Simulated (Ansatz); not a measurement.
Compare A (`CCCCCO`) with its isomer B (`CCCOCC`).

Computed with Ansatz on PBE0-D4/def2-TZVP structures; ΔE is electronic, products minus reactants. CCSD(T)/CBS is the MP2 limit (def2-TZVPP, def2-QZVPP) plus CCSD(T) − MP2 in def2-TZVPP, frozen cores. DFT in def2-TZVPP. B3LYP here is the variant with VWN-RPA as its local correlation; programs differ in this. Each species was taken in one conformer, which may not be the lowest.

(1) Which is lower in electronic energy at CCSD(T)/CBS, and by how much? (An estimate is asked.)

(2) Give E(B) − E(A) in kJ/mol with CCSD/def2-TZVPP, MP2/def2-TZVPP, CCSD(T)/def2-TZVPP, ωB97M-V, B2PLYP, r2SCAN-D4, B3LYP. (An estimate is asked.)

Largest T1 diagnostic: 0.010.

## Answers

(1) The calculation gave: A, by 29.9 kJ/mol.

(2) Ansatz gave: CCSD/def2-TZVPP 27.7, MP2/def2-TZVPP 32.0, CCSD(T)/def2-TZVPP 28.0, ωB97M-V 26.9, B2PLYP 23.1, r2SCAN-D4 23.8, B3LYP 19.1. None reverses the order clearly.

In def2-TZVPP, CCSD(T) changes the Hartree–Fock value by +10.4 kJ/mol (the triples alone add +0.3 kJ/mol) and MP2 by +14.5 kJ/mol.
